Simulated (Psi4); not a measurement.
# F2 (SMILES FF): the HOMO–LUMO gap, rung by rung

F2 has 2 atoms, charge 0, and is taken as a singlet. As SMILES, `FF`. Geometry: optimised at PBE0/def2-TZVP.

```xyz
2

F    -0.5481    0.3064   -0.2954
F     0.5792   -0.2128    0.2980
```

Each level gives the HOMO–LUMO gap (eV). The values are calculated.

```csv
level,kind,program,value (eV)
PBE-D4/def2-TZVPP (density fitting),GGA,Psi4,4.15
r2SCAN-D4/def2-TZVPP (density fitting),meta-GGA,Psi4,5.05
B3LYP-D4/def2-TZVPP (density fitting),global hybrid,Psi4,7.55
PBE0-D4/def2-TZVPP (density fitting),global hybrid,Psi4,8.38
wB97M-V/def2-TZVPP (density fitting),range-separated hybrid,Psi4,13.68
```

The values span 4.15 to 13.68 eV. Orbital gaps aren't excitation energies; they tend to grow with the share of exact exchange.
